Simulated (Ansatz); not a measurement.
**Molecular dynamics of BFH6Si**

input.yaml

```yaml
crystal:
  periodic: [false, false, false]
  atoms:
    - { symbol: B, position_ang: [-1.050299, 0.172578, -0.189398] }
    - { symbol: Si, position_ang: [0.923786, -0.321808, 0.459565] }
    - { symbol: H, position_ang: [-1.485009, 0.957091, 0.611859] }
    - { symbol: H, position_ang: [-1.596476, -0.867259, -0.447805] }
    - { symbol: H, position_ang: [0.074084, 0.588834, -1.025442] }
    - { symbol: F, position_ang: [-0.78894, 0.987103, -1.619996] }
    - { symbol: H, position_ang: [0.38329, -1.001806, 1.681672] }
    - { symbol: H, position_ang: [1.708957, -1.311245, -0.348297] }
    - { symbol: H, position_ang: [1.830606, 0.796515, 0.877943] }
basis:
  gaussian: { orbitals: cc-pVDZ }
hamiltonian:
  xc: pbe0
md:
  timestep: 0.5
  n_steps: 200
  ensemble: nve
  temperature: 100.0
  initial_velocities: maxwell_boltzmann
  seed: 6369
```

Launched with:

```bash
$ ansatz run input.yaml --threads 2 --pin off --max-ram 3072MiB --backend cpu --events-out ev --progress --plain --runs-dir out
```

It starts at the highest image of a converged band. Of that band: Neighbouring images differ by up to 1.2 eV, so the band resolves the path poorly. A vibrational analysis at the climbing image gives one clearly imaginary mode, 1026i cm⁻¹: a first-order saddle point.

Output, in part (one step line in 3, the closing report, with atoms numbered from 0):

```
md step     0: t =     0.00 fs  T =   100.0 K  F+E_penalty+E_count = -11359.73943751 eV  E_kin = 0.090482 eV  conserved = -11359.64895551 eV  (23 SCF iters)
md step     3: t =     1.50 fs  T =    83.4 K  F+E_penalty+E_count = -11359.72424150 eV  E_kin = 0.075507 eV  conserved = -11359.64873495 eV  (28 SCF iters)
md step     6: t =     3.00 fs  T =    62.0 K  F+E_penalty+E_count = -11359.70455621 eV  E_kin = 0.056093 eV  conserved = -11359.64846323 eV  (29 SCF iters)
md step     9: t =     4.50 fs  T =    73.6 K  F+E_penalty+E_count = -11359.71510903 eV  E_kin = 0.066579 eV  conserved = -11359.64852987 eV  (28 SCF iters)
md step    12: t =     6.00 fs  T =   109.3 K  F+E_penalty+E_count = -11359.74772268 eV  E_kin = 0.098878 eV  conserved = -11359.64884441 eV  (28 SCF iters)
md step    15: t =     7.50 fs  T =   128.0 K  F+E_penalty+E_count = -11359.76469920 eV  E_kin = 0.115831 eV  conserved = -11359.64886853 eV  (28 SCF iters)
md step    18: t =     9.00 fs  T =   129.0 K  F+E_penalty+E_count = -11359.76522217 eV  E_kin = 0.116712 eV  conserved = -11359.64850991 eV  (27 SCF iters)
md step    21: t =    10.50 fs  T =   157.2 K  F+E_penalty+E_count = -11359.79079250 eV  E_kin = 0.142261 eV  conserved = -11359.64853115 eV  (27 SCF iters)
md step    24: t =    12.00 fs  T =   210.8 K  F+E_penalty+E_count = -11359.83957986 eV  E_kin = 0.190702 eV  conserved = -11359.64887778 eV  (27 SCF iters)
md step    27: t =    13.50 fs  T =   246.2 K  F+E_penalty+E_count = -11359.87155746 eV  E_kin = 0.222728 eV  conserved = -11359.64882911 eV  (27 SCF iters)
md step    30: t =    15.00 fs  T =   268.3 K  F+E_penalty+E_count = -11359.89135244 eV  E_kin = 0.242792 eV  conserved = -11359.64856091 eV  (27 SCF iters)
md step    33: t =    16.50 fs  T =   308.0 K  F+E_penalty+E_count = -11359.92745375 eV  E_kin = 0.278718 eV  conserved = -11359.64873559 eV  (27 SCF iters)
md step    36: t =    18.00 fs  T =   349.9 K  F+E_penalty+E_count = -11359.96546246 eV  E_kin = 0.316630 eV  conserved = -11359.64883201 eV  (27 SCF iters)
md step    39: t =    19.50 fs  T =   383.4 K  F+E_penalty+E_count = -11359.99573911 eV  E_kin = 0.346928 eV  conserved = -11359.64881127 eV  (27 SCF iters)
md step    42: t =    21.00 fs  T =   412.3 K  F+E_penalty+E_count = -11360.02188200 eV  E_kin = 0.373032 eV  conserved = -11359.64884982 eV  (27 SCF iters)
md step    45: t =    22.50 fs  T =   433.2 K  F+E_penalty+E_count = -11360.04070024 eV  E_kin = 0.391988 eV  conserved = -11359.64871176 eV  (27 SCF iters)
md step    48: t =    24.00 fs  T =   455.7 K  F+E_penalty+E_count = -11360.06116031 eV  E_kin = 0.412330 eV  conserved = -11359.64883013 eV  (27 SCF iters)
md step    51: t =    25.50 fs  T =   461.3 K  F+E_penalty+E_count = -11360.06642466 eV  E_kin = 0.417386 eV  conserved = -11359.64903874 eV  (27 SCF iters)
md step    54: t =    27.00 fs  T =   434.0 K  F+E_penalty+E_count = -11360.04138468 eV  E_kin = 0.392724 eV  conserved = -11359.64866109 eV  (25 SCF iters)
md step    57: t =    28.50 fs  T =   423.3 K  F+E_penalty+E_count = -11360.03159239 eV  E_kin = 0.382995 eV  conserved = -11359.64859768 eV  (27 SCF iters)
md step    60: t =    30.00 fs  T =   437.5 K  F+E_penalty+E_count = -11360.04479362 eV  E_kin = 0.395879 eV  conserved = -11359.64891461 eV  (27 SCF iters)
md step    63: t =    31.50 fs  T =   434.7 K  F+E_penalty+E_count = -11360.04214980 eV  E_kin = 0.393321 eV  conserved = -11359.64882876 eV  (27 SCF iters)
md step    66: t =    33.00 fs  T =   414.4 K  F+E_penalty+E_count = -11360.02378639 eV  E_kin = 0.374972 eV  conserved = -11359.64881473 eV  (27 SCF iters)
md step    69: t =    34.50 fs  T =   385.6 K  F+E_penalty+E_count = -11359.99752760 eV  E_kin = 0.348887 eV  conserved = -11359.64864080 eV  (27 SCF iters)
md step    72: t =    36.00 fs  T =   373.7 K  F+E_penalty+E_count = -11359.98670522 eV  E_kin = 0.338105 eV  conserved = -11359.64860068 eV  (27 SCF iters)
md step    75: t =    37.50 fs  T =   381.0 K  F+E_penalty+E_count = -11359.99371400 eV  E_kin = 0.344708 eV  conserved = -11359.64900590 eV  (27 SCF iters)
md step    78: t =    39.00 fs  T =   357.7 K  F+E_penalty+E_count = -11359.97255263 eV  E_kin = 0.323673 eV  conserved = -11359.64887961 eV  (27 SCF iters)
md step    81: t =    40.50 fs  T =   318.0 K  F+E_penalty+E_count = -11359.93621754 eV  E_kin = 0.287705 eV  conserved = -11359.64851283 eV  (27 SCF iters)
md step    84: t =    42.00 fs  T =   304.2 K  F+E_penalty+E_count = -11359.92397493 eV  E_kin = 0.275231 eV  conserved = -11359.64874430 eV  (28 SCF iters)
md step    87: t =    43.50 fs  T =   296.1 K  F+E_penalty+E_count = -11359.91670549 eV  E_kin = 0.267961 eV  conserved = -11359.64874407 eV  (28 SCF iters)
md step    90: t =    45.00 fs  T =   287.7 K  F+E_penalty+E_count = -11359.90917750 eV  E_kin = 0.260346 eV  conserved = -11359.64883168 eV  (28 SCF iters)
md step    93: t =    46.50 fs  T =   268.6 K  F+E_penalty+E_count = -11359.89189755 eV  E_kin = 0.243059 eV  conserved = -11359.64883835 eV  (28 SCF iters)
md step    96: t =    48.00 fs  T =   243.7 K  F+E_penalty+E_count = -11359.86897233 eV  E_kin = 0.220480 eV  conserved = -11359.64849234 eV  (27 SCF iters)
md step    99: t =    49.50 fs  T =   249.0 K  F+E_penalty+E_count = -11359.87405911 eV  E_kin = 0.225270 eV  conserved = -11359.64878929 eV  (27 SCF iters)
md step   102: t =    51.00 fs  T =   253.3 K  F+E_penalty+E_count = -11359.87810411 eV  E_kin = 0.229229 eV  conserved = -11359.64887494 eV  (28 SCF iters)
md step   105: t =    52.50 fs  T =   244.8 K  F+E_penalty+E_count = -11359.87006362 eV  E_kin = 0.221456 eV  conserved = -11359.64860715 eV  (27 SCF iters)
md step   108: t =    54.00 fs  T =   253.2 K  F+E_penalty+E_count = -11359.87788594 eV  E_kin = 0.229139 eV  conserved = -11359.64874682 eV  (27 SCF iters)
md step   111: t =    55.50 fs  T =   265.4 K  F+E_penalty+E_count = -11359.88885819 eV  E_kin = 0.240129 eV  conserved = -11359.64872892 eV  (27 SCF iters)
md step   114: t =    57.00 fs  T =   280.1 K  F+E_penalty+E_count = -11359.90216063 eV  E_kin = 0.253463 eV  conserved = -11359.64869799 eV  (28 SCF iters)
md step   117: t =    58.50 fs  T =   297.0 K  F+E_penalty+E_count = -11359.91760325 eV  E_kin = 0.268710 eV  conserved = -11359.64889332 eV  (27 SCF iters)
md step   120: t =    60.00 fs  T =   301.2 K  F+E_penalty+E_count = -11359.92119255 eV  E_kin = 0.272575 eV  conserved = -11359.64861782 eV  (27 SCF iters)
md step   123: t =    61.50 fs  T =   322.9 K  F+E_penalty+E_count = -11359.94092716 eV  E_kin = 0.292165 eV  conserved = -11359.64876239 eV  (27 SCF iters)
md step   126: t =    63.00 fs  T =   344.8 K  F+E_penalty+E_count = -11359.96093028 eV  E_kin = 0.311961 eV  conserved = -11359.64896915 eV  (24 SCF iters)
md step   129: t =    64.50 fs  T =   341.9 K  F+E_penalty+E_count = -11359.95801473 eV  E_kin = 0.309398 eV  conserved = -11359.64861723 eV  (27 SCF iters)
md step   132: t =    66.00 fs  T =   348.0 K  F+E_penalty+E_count = -11359.96361646 eV  E_kin = 0.314866 eV  conserved = -11359.64875036 eV  (28 SCF iters)
md step   135: t =    67.50 fs  T =   354.5 K  F+E_penalty+E_count = -11359.96959077 eV  E_kin = 0.320779 eV  conserved = -11359.64881166 eV  (28 SCF iters)
md step   138: t =    69.00 fs  T =   355.3 K  F+E_penalty+E_count = -11359.97022449 eV  E_kin = 0.321494 eV  conserved = -11359.64873035 eV  (27 SCF iters)
md step   141: t =    70.50 fs  T =   357.9 K  F+E_penalty+E_count = -11359.97273428 eV  E_kin = 0.323821 eV  conserved = -11359.64891331 eV  (27 SCF iters)
md step   144: t =    72.00 fs  T =   343.4 K  F+E_penalty+E_count = -11359.95937344 eV  E_kin = 0.310676 eV  conserved = -11359.64869770 eV  (24 SCF iters)
md step   147: t =    73.50 fs  T =   333.9 K  F+E_penalty+E_count = -11359.95077524 eV  E_kin = 0.302141 eV  conserved = -11359.64863444 eV  (27 SCF iters)
md step   150: t =    75.00 fs  T =   333.7 K  F+E_penalty+E_count = -11359.95090552 eV  E_kin = 0.301933 eV  conserved = -11359.64897236 eV  (27 SCF iters)
md step   153: t =    76.50 fs  T =   309.1 K  F+E_penalty+E_count = -11359.92840989 eV  E_kin = 0.279670 eV  conserved = -11359.64873957 eV  (28 SCF iters)
md step   156: t =    78.00 fs  T =   284.9 K  F+E_penalty+E_count = -11359.90651269 eV  E_kin = 0.257802 eV  conserved = -11359.64871080 eV  (28 SCF iters)
md step   159: t =    79.50 fs  T =   266.5 K  F+E_penalty+E_count = -11359.88995314 eV  E_kin = 0.241134 eV  conserved = -11359.64881924 eV  (27 SCF iters)
md step   162: t =    81.00 fs  T =   242.7 K  F+E_penalty+E_count = -11359.86823024 eV  E_kin = 0.219628 eV  conserved = -11359.64860239 eV  (24 SCF iters)
md step   165: t =    82.50 fs  T =   230.4 K  F+E_penalty+E_count = -11359.85729957 eV  E_kin = 0.208444 eV  conserved = -11359.64885530 eV  (27 SCF iters)
md step   168: t =    84.00 fs  T =   205.9 K  F+E_penalty+E_count = -11359.83509213 eV  E_kin = 0.186312 eV  conserved = -11359.64877980 eV  (29 SCF iters)
md step   171: t =    85.50 fs  T =   179.1 K  F+E_penalty+E_count = -11359.81064652 eV  E_kin = 0.162064 eV  conserved = -11359.64858247 eV  (29 SCF iters)
md step   174: t =    87.00 fs  T =   172.3 K  F+E_penalty+E_count = -11359.80475339 eV  E_kin = 0.155907 eV  conserved = -11359.64884685 eV  (29 SCF iters)
md step   177: t =    88.50 fs  T =   157.9 K  F+E_penalty+E_count = -11359.79157169 eV  E_kin = 0.142872 eV  conserved = -11359.64870016 eV  (29 SCF iters)
md step   180: t =    90.00 fs  T =   149.3 K  F+E_penalty+E_count = -11359.78373517 eV  E_kin = 0.135099 eV  conserved = -11359.64863635 eV  (29 SCF iters)
md step   183: t =    91.50 fs  T =   151.6 K  F+E_penalty+E_count = -11359.78610974 eV  E_kin = 0.137212 eV  conserved = -11359.64889819 eV  (29 SCF iters)
md step   186: t =    93.00 fs  T =   139.3 K  F+E_penalty+E_count = -11359.77468066 eV  E_kin = 0.126031 eV  conserved = -11359.64864971 eV  (29 SCF iters)
md step   189: t =    94.50 fs  T =   138.0 K  F+E_penalty+E_count = -11359.77355269 eV  E_kin = 0.124876 eV  conserved = -11359.64867627 eV  (30 SCF iters)
md step   192: t =    96.00 fs  T =   146.6 K  F+E_penalty+E_count = -11359.78146391 eV  E_kin = 0.132664 eV  conserved = -11359.64879997 eV  (29 SCF iters)
md step   195: t =    97.50 fs  T =   153.1 K  F+E_penalty+E_count = -11359.78715639 eV  E_kin = 0.138540 eV  conserved = -11359.64861639 eV  (22 SCF iters)
md step   198: t =    99.00 fs  T =   170.0 K  F+E_penalty+E_count = -11359.80277685 eV  E_kin = 0.153845 eV  conserved = -11359.64893164 eV  (29 SCF iters)
md step   200: t =   100.00 fs  T =   170.4 K  F+E_penalty+E_count = -11359.80308678 eV  E_kin = 0.154179 eV  conserved = -11359.64890819 eV  (25 SCF iters)
Total energy: -11359.80311218 eV, -417.4650644216 hartree
Atom 0 at    -1.080892    -0.214077     0.499125 Å, force     0.354143    -0.286960    -0.353498 eV/Å
Atom 1 at     0.891432    -0.373950     0.524409 Å, force     0.212269    -0.447622     0.232073 eV/Å
Atom 2 at    -1.621525     0.794767     0.812132 Å, force    -0.377428     0.473978     0.087123 eV/Å
Atom 3 at    -1.718326    -1.216407     0.351651 Å, force    -0.208168    -0.108281    -0.034912 eV/Å
Atom 4 at    -0.851054     1.586501    -1.296208 Å, force     0.073662     0.039914    -0.284213 eV/Å
Atom 5 at    -0.671553     1.257641    -2.147266 Å, force    -0.070138    -0.061209     0.468803 eV/Å
Atom 6 at     0.868746    -0.889945     1.956806 Å, force     0.100635    -0.007484     0.003965 eV/Å
Atom 7 at     1.527006    -1.474068    -0.298182 Å, force    -0.124314     0.309019     0.060161 eV/Å
Atom 8 at     1.727679     0.861628     0.570989 Å, force     0.039339     0.088644    -0.179503 eV/Å
Dipole moment:    -0.092519     0.140321     0.215915 e Å
```

The run went to its last step. The conserved energy stayed within 0.057 meV per atom of its start (net change 0.0053 meV per atom), so the integration is sound. The system heated up, since it started high on the potential surface and ran downhill. A run of 0.1 ps of so small a system gives no equilibrium averages. The orbitals stay closed-shell, which can raise the energy where a bond breaks towards radicals; this wasn't checked here.

The step under study would form B1–F6, Si2–H5 and break B1–Si2, H5–F6. These pairs go: B1–F6 1.67 → 3.06 Å, Si2–H5 1.94 → 3.19 Å, B1–Si2 2.14 → 1.98 Å, H5–F6 1.12 → 0.93 Å. In the last frame they stand as before the step (other bonds may differ from the relaxed reactants and products). It ends as BH5Si + FH. Pairs count as bonded within 1.25 times the sum of covalent radii (0.12 Å more for H–H).

Last frame:

```xyz
9
Properties=species:S:1:pos:R:3
B -1.081 -0.214 0.499
Si 0.891 -0.374 0.524
H -1.621 0.795 0.812
H -1.718 -1.216 0.352
H -0.851 1.587 -1.296
F -0.672 1.258 -2.147
H 0.869 -0.890 1.957
H 1.527 -1.474 -0.298
H 1.728 0.862 0.571
```

Run time: 2 min on 2 threads of AMD EPYC 9R45 96-Core Processor (Zen 5), on a shared host, peak memory 0.16 GiB.
